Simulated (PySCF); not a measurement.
An unknown is described by computed data only.

Formula: C2Cl4.

- 13C NMR: chemical shifts (computed TMS as zero) by class: 139.2 (2 C) ppm [GIAO PBE0/pcSseg-1]
- Triplet: lowest triplet excitation (Tamm–Dancoff): 3.59 eV [TDA CAM-B3LYP/def2-SVPD]
- UV, strongest line: among the 8 lowest singlet transitions: S2 at 6.01 eV (206 nm, f = 0.406) [TDDFT CAM-B3LYP/def2-SVPD]
- Dipole: 0.00 D [CAM-B3LYP/def2-SVPD]
- Rotational structure: rotational constants A, B, C: 1.714, 1.410, 0.774 GHz [GFN2-xTB]
- UV, first state: lowest singlet excitation: 5.48 eV (226 nm, f = 0.000) [TDDFT CAM-B3LYP/def2-SVPD]
- Polarisability: 81.0 au [CAM-B3LYP/def2-SVPD]
- NMR, other nuclei: isotropic shieldings of nuclei other than C and H, by class: 614 (4 Cl) ppm [GIAO PBE0/pcSseg-1]

Gas-phase values; electronic properties from PySCF, density fitting. Levels stand in brackets. Isolated species at its GFN2-xTB geometry, gas phase. NMR classes are plain means over equivalent atoms (diastereotopic ones count apart unless rotation or inversion swaps them), as if these changed places fast.

**Question.** What is the compound? Reason from the data.

**Answer.** Numbering: `[Cl:1][C:2]([Cl:3])=[C:4]([Cl:5])[Cl:6]`. Its formula, C2Cl4, gives 1 degree of unsaturation: 0 rings and 1 π bond in the structure found. 2 carbons fall into 1 class: vinylic C–Cl carbon [C2/C4] (139.2 ppm, 2 C). The other shieldings belong to: 614 ppm, vinyl chlorine [Cl1/Cl3/Cl5/Cl6]. The vanishing dipole is forced by symmetry. The optimised geometry has point group D2h and is an asymmetric top. Structure: tetrachloroethylene, `ClC(Cl)=C(Cl)Cl`. The assignments are read from this structure; whether some other isomer fits the data as well wasn't checked. NMR values of atoms bound to several Cl lack the spin–orbit term that these neighbours bring.
